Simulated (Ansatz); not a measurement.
Two isomers of C3H3FO: A = `OCC#CF`, B = `C#COCF`.

Computed with Ansatz on PBE0-D4/def2-TZVP structures; ΔE is electronic, products minus reactants. CBS: MP2 limit from def2 TZ/QZ plus the TZ coupled-cluster correction, frozen cores. Functionals use def2-TZVPP. B3LYP here is the variant with VWN-RPA as its local correlation; programs differ in this. Each species was taken in one conformer, which may not be the lowest.

(1) Which is lower in electronic energy at CCSD(T)/CBS, and by how much? (Estimate.)

(2) Give E(B) − E(A) in kJ/mol with CCSD(T)/def2-SVP, BLYP-D4, HF/def2-TZVPP, MP2/def2-TZVPP, LDA (SPW92), r2SCAN-D4, B3LYP. (An estimate is asked.)

(3) Does the order hold for the free energy at 298.15 K (harmonic terms from PBE0-D4)? (An estimate is asked.)

Largest T1 diagnostic: 0.013.

## Answers

(1) The calculation gave: B, by 12.2 kJ/mol.

(2) Ansatz gave: CCSD(T)/def2-SVP -13.0, BLYP-D4 -14.7, HF/def2-TZVPP -26.4, MP2/def2-TZVPP -11.9, LDA (SPW92) -7.5, r2SCAN-D4 -15.7, B3LYP -14.9. None reverses the order clearly.

(3) Computed: Yes: G(B) − G(A) = -15.2 kJ/mol, for one conformer each. Modes under 60 cm⁻¹, often nearly free rotors, make the harmonic entropy too high.

From BLYP to BHLYP (50 % exact exchange), in def2-TZVPP and without D4, E(B) − E(A) moves by −4.1 kJ/mol. In def2-TZVPP, CCSD(T) changes the Hartree–Fock value by +12.3 kJ/mol (the triples alone add +0.0 kJ/mol) and MP2 by +14.4 kJ/mol.
